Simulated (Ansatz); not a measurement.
Species: H$_{6}$Si$_{2}$, SMILES `[SiH3][SiH3]` (charge 0, multiplicity 1), formula H₆Si₂.

Task: How many basis functions does frozen-core CCSD(T)/aug-cc-pVTZ // CAM-B3LYP-D3(BJ)/def2-TZVPD in Ansatz (a first-principles code) use, how many core orbitals are frozen, and how many electrons are correlated?

Result: 238 basis functions and 10 frozen orbitals, which leaves 14 correlated electrons. Core time is of the order of seconds.
